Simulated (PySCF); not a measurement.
Molecule: SMILES OC1CCC1, C4H8O.

Atoms are numbered as in `[OH:1][CH:2]1[CH2:3][CH2:4][CH2:5]1`. Each H is labelled by its parent atom. Ha(C3), Ha(C4), Ha(C5) are cis to O1 on the ring; Hb(C3), Hb(C4), Hb(C5) are trans to O1 on the ring.

Geometry PBE0-D3(BJ)/def2-SVP throughout; GIAO in PySCF 2.14, gas phase, one conformer, non-relativistic; equivalent atoms averaged; functional PBE0.

Task: How do the shifts δ (against H2O, TMS at the same level) depend on the basis set? (a selection of nuclei; ppm; last column core-seconds on shared hosts with different chips, so compare them loosely)

Result: 
```
    basis set  functions    O1    C2  C3/C5  H(C2)  Ha(C3)/Ha(C5)  Hb(C3)/Hb(C5)  Hb(C4)  Ha(C4)  H(O1)  core-s
       STO-3G         33   1.1  59.3   32.3   2.23           1.72           1.28    1.16    1.03  -1.84       2
        6-31G         61  47.3  64.5   33.4   4.12           2.19           2.18    1.46    1.62  -0.10     3.9
     pcSseg-0         61  55.7  69.2   35.1   4.06           2.12           2.17    1.48    1.56  -0.39     4.8
       6-31G*         86  47.5  63.7   31.9   4.19           1.94           2.05    1.35    1.53   0.14     5.4
     def2-SVP        110  58.5  63.6   30.8   3.75           1.60           1.80    1.05    1.32   0.04     6.6
      cc-pVDZ        110  63.1  66.6   34.0   3.99           1.72           1.99    1.19    1.44  -0.09     9.6
     pcSseg-1        125  67.5  68.6   34.2   3.99           1.82           2.04    1.25    1.52   0.53      15
6-311+G(2d,p)        183  62.7  67.9   33.6   4.20           1.81           2.06    1.30    1.52   0.23      14
  aug-cc-pVDZ        187  62.0  66.6   32.8   4.28           1.85           2.15    1.36    1.61   0.51      22
    def2-TZVP        203  65.4  69.4   34.0   4.17           1.83           2.06    1.33    1.52   0.28      17
     IGLO-III        255  64.8  70.5   34.8   4.23           1.84           2.05    1.33    1.51   0.47      33
      cc-pVTZ        262  66.4  68.5   33.9   4.20           1.81           2.07    1.33    1.53   0.49      37
     pcSseg-2        292  65.2  71.2   35.1   4.18           1.84           2.07    1.34    1.54   0.67      46
```

Task: Which nucleus among those listed moves most, in ppm?

Result: O1 (alcohol oxygen): from 1.1 ppm with STO-3G to 67.5 ppm with pcSseg-1. The smallest spread is 0.43 ppm, at Hb(C4). Proton shifts span only some 12 ppm, so a few tenths of a ppm matter as much there as several ppm in carbon.

Task: Taking the largest basis, pcSseg-2 (292 functions), as the yardstick, rank the others by their worst heavy-atom deviation.

Result: IGLO-III 0.7 ppm (255 functions), def2-TZVP 1.8 ppm (203 functions), pcSseg-1 2.6 ppm (125 functions), cc-pVTZ 2.7 ppm (262 functions), 6-311+G(2d,p) 3.3 ppm (183 functions), cc-pVDZ 4.6 ppm (110 functions), aug-cc-pVDZ 4.6 ppm (187 functions), def2-SVP 7.6 ppm (110 functions), pcSseg-0 9.5 ppm (61 functions), 6-31G* 17.8 ppm (86 functions), 6-31G 17.9 ppm (61 functions), STO-3G 64.1 ppm (33 functions).

A small basis that lands close on one nucleus may do so by chance; judge by the trend and by all nuclei.
